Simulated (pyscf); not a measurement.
`[SH][Sn]([Cl])([Cl])[Cl]` + `[H]` [doublet] → `[S][Sn]([Cl])([Cl])[Cl]` [doublet] + `[H][H]`, a hydrogen abstraction (doublet surface; H–S broken, H–H formed). Structures and frequencies: ωB97X-D3(BJ)/def2-SVP in PySCF. Energies in kJ/mol from the separated reactants.

Small-basis levels: PySCF, no dispersion term, spherical d functions. Open shells are spin-unrestricted. 

```tsv
level	barrier	reaction energy
SVWN5/6-31G*+LANL2DZ	___	-46.0
BP86/6-31G*+LANL2DZ	-10.3	-78.7
PBE/6-31G*+LANL2DZ	-3.1	-60.5
B3LYP/LANL2DZ	-14.1	-120.0
B3LYP/6-31G*+LANL2DZ	0.2	-81.7
M06-2X/6-31G*+LANL2DZ	12.5	-63.4
B3LYP/6-311+G**+LANL2DZ	___	-75.9
ωB97M-D3(BJ)/def2-TZVP	___	-53.3
```

Q: What belongs in the gaps?

A: 
- SVWN5/6-31G*+LANL2DZ, barrier: -28.7
- B3LYP/6-311+G**+LANL2DZ, barrier: -1.0
- ωB97M-D3(BJ)/def2-TZVP, barrier: 14.6

Against the last row the barrier runs from -43.4 (SVWN5/6-31G*+LANL2DZ) to -2.1 kJ/mol (M06-2X/6-31G*+LANL2DZ). At SVWN5/6-31G*+LANL2DZ, BP86/6-31G*+LANL2DZ, PBE/6-31G*+LANL2DZ, B3LYP/LANL2DZ, B3LYP/6-311+G**+LANL2DZ this geometry lies under one side, so the entry may be no barrier of that level: it is a single point on another level's saddle. ωB97M-D3(BJ)/def2-TZVP has limits of its own. One saddle was located; it need not be the lowest between these sides. The angle at the transferred H is 175°. In the def2 sets elements past Kr carry core potentials, without spin-orbit coupling.
